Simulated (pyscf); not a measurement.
Optimised with ωB97X-D3(BJ)/def2-SVP in PySCF.

Q: methane (CH₄) + H₃C–Si:–CH₃ [singlet] -> H₃C–SiH(CH₃)–CH₃
Surface: singlet. Broken: C–H. Formed: C–Si, H–Si. Give ΔE‡ and ΔE from ωB97M-D3(BJ)/def2-TZVP, relative to the separated reactants.

A: ΔE‡ = 25.1 kcal/mol, ΔE = -52.7 kcal/mol. Zero-point energy shifts the barrier by +0.5 kcal/mol. It is an insertion, with an imaginary mode of 1331i cm⁻¹. H₃C–Si:–CH₃ [singlet] lies 7.4 kcal/mol over its isomer H₂C=CH–SiH₃ (electronic energy, ωB97M-D3(BJ)/def2-TZVP). This is the saddle that the search found; another between the same sides may lie lower.
